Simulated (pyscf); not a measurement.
O=NbH(F)–F (SMILES [O]=[NbH]([F])[F]) + HF (SMILES F) -> O=Nb(F)(F)–F (SMILES [O]=[Nb]([F])([F])[F]) + H₂ (SMILES [H][H]), a four-centre exchange (singlet surface; H–Nb, F–H broken, F–Nb, H–H formed). Single points on ωB97X-D3(BJ)/def2-SVP structures (PySCF, gas phase). Energies in kcal/mol from the separated reactants.

Small-basis levels: PySCF, no dispersion term, spherical d functions. AM1 to PM7: differences of heats of formation from MOPAC, which are fitted to 298 K values and so differ in kind from electronic energies by zero-point and thermal terms. Cost: rough CPU time at the saddle relative to B3LYP/6-31G*+LANL2DZ, from one job on a shared machine.

```tsv
level	barrier	reaction energy	cost
HF/6-31G*+LANL2DZ	10.6	-43.8	0.1
MP2/6-31G*+LANL2DZ	-7.1	-59.4	0.2
SVWN5/6-31G*+LANL2DZ	-24.3	-52.1	1
BP86/6-31G*+LANL2DZ	-11.9	-51.4	2
PBE/6-31G*+LANL2DZ	-13.9	-52.2	2
B3LYP/6-31G*+LANL2DZ	-7.9	-50.6	1
B3LYP/6-311+G**+LANL2DZ	3.1	-30.4	1
B3LYP/def2-SVP	-11.3	-45.5	1
PM7	22.7	-140.0	under 0.02
ωB97M-D3(BJ)/def2-TZVP	-2.6	-38.3	–
```

Against the last row the barrier runs from -21.7 (SVWN5/6-31G*+LANL2DZ) to +25.3 kcal/mol (PM7). ωB97M-D3(BJ)/def2-TZVP has limits of its own. On the reactant side the descent ends in an adduct with a F–Nb contact, 7.4 kcal/mol under the separated species and 3.3 kcal/mol under the saddle at ωB97X-D3(BJ)/def2-TZVP. At ωB97M-D3(BJ) the saddle lies under the separated reactants, which points to a path from their complex (located at ωB97X-D3(BJ) alone). What is counted as formed (F–Nb) is already present as a longer contact in the reactant adduct; forming that adduct is a step of its own. At the saddle there is also a short H–Nb contact that neither side keeps. This is the saddle that the search found; another between the same sides may lie lower. In the def2 sets elements past Kr carry core potentials, without spin-orbit coupling.
